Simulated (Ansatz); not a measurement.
Two structures of SiH$_{6}$F$_{2}$, closed shell, reached by relaxing down either side of one saddle point (PBE0-D4/def2-TZVP). Energies are electronic, without zero-point energy. Ansatz 0.2.0; basis: def2-TZVPP and def2-QZVPP; cores frozen in the correlated methods. Extrapolation: Hartree–Fock as exp(−7.88 √X), correlation as X^−2.97. First:

```xyz
9
angstrom
Si -1.1031 -0.7694 -0.3259
H -0.1235 -0.9664 0.7938
H -2.0879 -1.8702 -0.1909
H -0.3750 -0.8685 -1.6089
H -1.7568 0.5454 -0.1527
H 1.4626 1.5763 -0.1178
F 0.9781 1.8365 -0.8697
H 1.1602 -0.0577 1.2018
F 1.8455 0.5741 1.2703
```

Second:

Si1  (-1.155, 0.007, -1.128)
H2  (0.819, -1.562, 2.321)
H3  (-1.110, -1.012, -0.059)
H4  (-0.973, -0.597, -2.466)
H5  (-2.393, 0.813, -1.062)
H6  (1.437, 1.170, 0.258)
F7  (0.086, 1.019, -0.888)
H8  (1.203, -0.960, 2.103)
F9  (2.086, 1.122, 0.920)
(Å)

Q: Which bonds change from the first to the second?

A: SiH₄ + HF + HF → SiH₃F ([F][SiH3]) + HF + H₂; bonds formed: Si1–F7, H2–H8, H6–F9; bonds broken: Si1–H2, H6–F7, H8–F9.

Q: Give the saddle point's structure and its height above each. (To be estimated.)

A: Computed: 145.5 kJ/mol above the first and 243.3 kJ/mol above the second (CCSD(T) at an estimated basis limit (MP2 extrapolated from triple and quadruple zeta, plus CCSD(T) − MP2 in triple zeta)).
```
9
angstrom
Si -0.8059 -0.3278 -0.4659
H 0.1406 -0.7258 0.8494
H -1.5170 -1.5504 0.0443
H -0.3493 -0.7673 -1.8004
H -1.8266 0.7247 -0.2843
H 1.2591 1.0575 0.1906
F 0.4482 1.1012 -0.6516
H 0.8746 -0.1791 1.0327
F 1.7765 0.6672 1.0854
```

No T1 diagnostic of these runs exceeds 0.013. The start structure is not quite a true minimum (one mode of 47i cm⁻¹). The end structure is not quite a true minimum (one mode of 27i cm⁻¹).

Labels in which every atom is bracketed show which atoms are joined, not bond orders.

For scale, one of the runs: CCSD(T)/def2-TZVPP, 188 basis functions, launched by `ansatz run in.yaml --threads 2 --pin off --events-out ev --progress --plain --max-ram 4352MiB`. Hardware: 2 CPU threads of an Intel Xeon Platinum 8259CL, shared host. Wall time 37 s; peak host memory 2.1 GiB.
